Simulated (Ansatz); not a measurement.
C8H18, SMILES `CCC(C)(CC)CC`, 26 atoms. Total charge 0; spin multiplicity 1. All runs use 6 threads of an AMD EPYC 7R13 on a shared host and a share of an NVIDIA H100 80 GB. Correlated methods freeze the cores. Open-shell runs search over several starts.

(1) Give the basis size and wall time and peak host memory of each of these runs in Ansatz. RKS PBE0-D4/def2-QZVPP energy; UKS PBE0-D4/def2-TZVPP energy of the cation; UHF-MP2/def2-QZVPP energy of the cation; UKS r2SCAN-D4/def2-TZVPP energy of the cation; UKS B2PLYP (frozen core)/def2-TZVPP energy of the cation; RKS HSE06-D4/def2-TZVPP energy; RKS ωB97M-V/def2-SVP energy; UKS ωB97X-V/def2-TZVPP energy of the cation; UKS ωB97M-V/def2-TZVPP energy of the cation; RKS BHLYP-D4/def2-TZVPP energy; direct RPA on PBE orbitals/def2-TZVPP energy; RKS ωB97M-V/def2-QZVPP energy. (Best estimate.)

Answers

(1) Ansatz gave: Other jobs shared the machine, so times are rough.

```json
{"level": "RKS ωB97M-V/def2-SVP", "job": "energy", "functions": "202", "wall time": "2.3 s", "peak host memory (GiB)": "0.97"}
{"level": "RKS BHLYP-D4/def2-TZVPP", "job": "energy", "functions": "500", "wall time": "3.6 s", "peak host memory (GiB)": "1.1"}
{"level": "direct RPA on PBE orbitals/def2-TZVPP", "job": "energy", "functions": "500", "wall time": "3.7 s", "peak host memory (GiB)": "2.9"}
{"level": "RKS HSE06-D4/def2-TZVPP", "job": "energy", "functions": "500", "wall time": "3.7 s", "peak host memory (GiB)": "1.1"}
{"level": "RKS PBE0-D4/def2-QZVPP", "job": "energy", "functions": "996", "wall time": "3.9 s", "peak host memory (GiB)": "1.6"}
{"level": "RKS ωB97M-V/def2-QZVPP", "job": "energy", "functions": "996", "wall time": "6.5 s", "peak host memory (GiB)": "1.7"}
{"level": "UKS PBE0-D4/def2-TZVPP", "job": "energy of the cation", "functions": "500", "wall time": "7 s", "peak host memory (GiB)": "1.2"}
{"level": "UKS B2PLYP (frozen core)/def2-TZVPP", "job": "energy of the cation", "functions": "500", "wall time": "11 s", "peak host memory (GiB)": "3"}
{"level": "UKS ωB97X-V/def2-TZVPP", "job": "energy of the cation", "functions": "500", "wall time": "11 s", "peak host memory (GiB)": "1.5"}
{"level": "UKS ωB97M-V/def2-TZVPP", "job": "energy of the cation", "functions": "500", "wall time": "11 s", "peak host memory (GiB)": "1.6"}
{"level": "UKS r2SCAN-D4/def2-TZVPP", "job": "energy of the cation", "functions": "500", "wall time": "12 s", "peak host memory (GiB)": "1.3"}
{"level": "UHF-MP2/def2-QZVPP", "job": "energy of the cation", "functions": "996", "wall time": "3.8 min", "peak host memory (GiB)": "14"}
```

HSE06 is defined as in plane-wave codes.
